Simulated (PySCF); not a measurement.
Sulfuric acid, H₂O₄S.
Bonds: O1–S2 (double), S2–O3 (double), S2–O4, S2–O5. Hydrogens: H6 on O4; H7 on O5.

Method: PBE0-D3(BJ)/def2-SVP geometry optimisation, gas phase in PySCF; density fitting, grid level 1; the optimiser is geomeTRIC in internal coordinates, started from a GFN2-xTB structure.

Step 3: E = -19032.0222 eV
```
atom  x, y, z in Å  |  force x, y, z in eV/Å
O1     -0.9190   -0.4709   -1.3965    0.018   0.001  -0.002
S2     -0.4467   -0.1950   -0.0670   -0.028  -0.011  -0.002
O3     -1.2170   -0.3929    1.1301    0.010  -0.004  -0.008
O4      0.0722    1.3255   -0.0858   -0.033  -0.004  -0.011
O5      0.9281   -0.9967    0.1532   -0.017  -0.006   0.012
H6      0.0768    1.6529    0.8271    0.016   0.013   0.019
H7      1.3028   -1.1907   -0.7198    0.035   0.011  -0.008
```

Step 4: E = -19032.0234 eV
```
atom  x, y, z in Å  |  force x, y, z in eV/Å
O1     -0.9225   -0.4768   -1.3954   -0.037  -0.004  -0.127
S2     -0.4535   -0.1973   -0.0678    0.001  -0.001  -0.003
O3     -1.2238   -0.3927    1.1271   -0.057  -0.039   0.110
O4      0.0620    1.3222   -0.0895    0.014   0.066  -0.025
O5      0.9194   -0.9971    0.1558    0.057  -0.038   0.038
H6      0.1034    1.6421    0.8254    0.001   0.008   0.007
H7      1.3123   -1.1683   -0.7143    0.022   0.007   0.001
```

Step 5: E = -19032.0242 eV
```
atom  x, y, z in Å  |  force x, y, z in eV/Å
O1     -0.9293   -0.4786   -1.3959   -0.046  -0.014  -0.149
S2     -0.4609   -0.2000   -0.0685   -0.004   0.004  -0.009
O3     -1.2306   -0.3964    1.1256   -0.070  -0.038   0.142
O4      0.0519    1.3200   -0.0939    0.051   0.079  -0.023
O5      0.9111   -0.9999    0.1591    0.077  -0.037   0.036
H6      0.1305    1.6333    0.8211   -0.015   0.001   0.000
H7      1.3244   -1.1463   -0.7062    0.007   0.006   0.002
```

Q: Estimate the geometry and energy of step 6. (The exact step hangs on the optimiser's Hessian estimate; all steps are aligned on step 5, rigid shifts and turns removed.)

A: E = -19032.0250 eV, largest force 0.080 eV/Å
```
atom  x, y, z in Å  |  force x, y, z in eV/Å
O1     -0.9337   -0.4782   -1.3978   -0.026  -0.008  -0.066
S2     -0.4649   -0.2014   -0.0691    0.007   0.000  -0.006
O3     -1.2332   -0.3988    1.1270   -0.037  -0.016   0.069
O4      0.0506    1.3192   -0.0961    0.033   0.044  -0.014
O5      0.9081   -1.0020    0.1607    0.043  -0.023   0.017
H6      0.1398    1.6303    0.8188   -0.018  -0.003  -0.003
H7      1.3305   -1.1370   -0.7022   -0.002   0.006   0.004
```

The energy changes by -0.0008 eV. The first-order estimate −F·Δx gives -0.0007 eV and the mean of the old and new forces, exact on a quadratic surface, -0.0005 eV. The step makes an angle of 81° with the force vector and moves no atom by more than 0.012 Å.

What follows is the cost of the whole optimisation. Time: 19 s; peak memory 0.41 GiB. Hardware: one thread, Arm Neoverse V1 (aarch64), no GPU, shared host with 32 logical CPUs at a one-minute load of 18.
